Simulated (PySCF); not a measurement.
Rock-salt LiCl: correlation energy from several methods in one and the same small orbital space (PySCF; 2 atoms at the zone centre, 8 electrons in 58 orbitals, empty ones MP2 natural orbitals of a TZ basis, lattice constant set to 5.1399 Å). It tests the methods against each other and lies far from the crystal's limit.

```tsv
method	E_corr (eV per atom)	share of CCSDT(Q) (%)	difference (meV)
MP2	-2.3925	81.1	556
CCSD	-2.8491	96.6	99
CCSD(T)	-2.9331	99.5	15
CCSDT	-2.9451	99.9	3
CCSDT(Q)	-2.9482	100.0	0
```

MP2, (T) and (Q) use filled levels shifted down by the Madelung term, which in so small a cell is a large part of the gap, so these rows hang on it.

CCSDT(Q) is the highest level reached here, not an exact value.
